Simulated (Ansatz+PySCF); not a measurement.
A calculation with PySCF 2.14.0.

```python
from pyscf import gto, scf

mol = gto.M(atom="""
C 1.025300 0.000000 0.000000
C 0.000000 1.025300 0.000000
C -1.025300 0.000000 0.000000
C 0.000000 -1.025300 0.000000
H 2.115300 0.000000 0.000000
H 0.000000 2.115300 0.000000
H -2.115300 0.000000 0.000000
H 0.000000 -2.115300 0.000000
""", basis='cc-pvdz', charge=0, spin=0)
mf = scf.RHF(mol)
mf.init_guess = '1e'
mf.kernel()
while True:  # follow internal instabilities
    mo, _, stable, _ = mf.stability(return_status=True)
    if stable: break
    mf.kernel(mf.make_rdm1(mo, mf.mo_occ))
print(mf.converged, mf.e_tot, mf.spin_square()[0])
```

The script is written out from the run's settings.

Results

```yaml
Converged: yes
Total_energy: -153.60471 hartree
Spin_squared_of_the_determinant: 0.000
```

Caution: an unrestricted determinant lies well below; the determinant breaks the point group.
